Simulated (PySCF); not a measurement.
Compound: C₆H₉ (doublet state).
SMILES with atom numbers: `[CH:1]=[C:2]=[C:3]([CH3:4])[CH2:5][CH3:6]` (hydrogens: H7 on C1; H8, H9, H10 on C4; H11, H12 on C5; H13, H14, H15 on C6)

Geometry (GFN2-xTB, Å), atoms numbered from 1 in this order:
```
atom  x, y, z in Å
C1    -1.2112    2.6067    0.1060
C2    -0.9104    1.4293    0.0476
C3    -0.5812    0.1066   -0.0284
C4    -1.2776   -0.8965    0.8261
C5     0.5162   -0.3476   -0.9359
C6     1.8504   -0.4929   -0.1896
H7    -1.4713    3.6209    0.1576
H8    -2.0568   -0.4274    1.4222
H9    -0.5720   -1.3869    1.5017
H10   -1.7268   -1.6786    0.2089
H11    0.2519   -1.3159   -1.3717
H12    0.6456    0.3741   -1.7458
H13    1.7622   -1.2190    0.6153
H14    2.6281   -0.8270   -0.8727
H15    2.1485    0.4622    0.2368
```

The hyperfine couplings belong to this conformer and change with its torsions.

Theory: UKS B3LYP, pcH-1 on C H, non-relativistic, mean-field spin-orbit, GIAO in PySCF 2.14.0. One conformer (not necessarily the lowest) at the GFN2-xTB geometry, without solvent, vibrations or thermal averaging. A GFN2-xTB geometry isn't a minimum of the functional, and hyperfine couplings can be far from their values at a DFT geometry. The SCF solution wasn't tested for stability.

Break the g tensor into its mass correction, gauge correction and orbital-Zeeman/spin–orbit terms.

| Δg (ppm) | 1 | 2 | 3 |
| --- | --- | --- | --- |
| relativistic mass correction | -145 | -145 | -145 |
| gauge correction | -5 | 27 | 31 |
| orbital Zeeman/spin–orbit | 10 | 591 | 897 |
| total | -139 | 474 | 783 |

So g = 2.00218, 2.00279, 2.00310 and g_iso = 2.00269; the tensor is rhombic: the two nearest values differ by 34 % of g3 − g1. Axes: g3 points within 9° of the C1–H7 bond.

What effective moment and Curie constant follow for a powder?

With the mean of g² = 4.0108 and S(S+1) = 0.75: μ_eff = √(⟨g²⟩S(S+1)) = 1.734 μB and χT = 0.12505·⟨g²⟩·S(S+1) = 0.376 cm³ K/mol (cgs; spin-Hamiltonian part alone).

What are the electron Larmor frequencies g μB B/h along the three axes at 350 mT?

9.8081, 9.8111, 9.8126 GHz for g1, g2 and g3, a range of 4.5 MHz.

Average each term over the three axes. Which is largest in size?

The orbital-Zeeman/spin–orbit term 499, the mass correction -145 and the gauge correction 18 ppm, for a total of 373 ppm. The orbital-Zeeman/spin–orbit term is the largest in size. The mass correction is the same along every axis, so the anisotropy comes from the other two: their spans along these axes are 36 (gauge) and 886 ppm (orbital Zeeman/spin–orbit).

In a frozen sample, at which fields do the three g values resonate at 9.5, 34, 94 and 263 GHz (hyperfine left aside), and which band first spreads them over more than twice a line width of 0.5 mT?

| band | GHz | B(g3) mT | B(g2) mT | B(g1) mT | spread mT |
| --- | --- | --- | --- | --- | --- |
| X | 9.5 | 338.85 | 338.90 | 339.01 | 0.16 |
| Q | 34.0 | 1212.73 | 1212.92 | 1213.29 | 0.56 |
| W | 94.0 | 3352.84 | 3353.36 | 3354.39 | 1.54 |
| J | 263.0 | 9380.83 | 9382.27 | 9385.15 | 4.32 |

The spread grows in proportion to the frequency. W band is the first where it exceeds 1.0 mT.

Largest spin populations (Mulliken): C3 (+0.73), C1 (+0.53), C2 (-0.25) and C4 (-0.06). The angles at C3 add up to 360.0°, so it is planar.

The HOMO–LUMO gaps are 6.11 eV among the α and 5.30 eV among the β orbitals.

Time: 78 s (grids of density and orbitals included); peak memory 0.88 GiB. Hardware: an Intel Xeon at 2.70 GHz with one thread, no GPU (shared host).

The SMILES draws the unpaired electron on C1; the largest computed Mulliken spin population is on C3 (0.73 against 0.53).
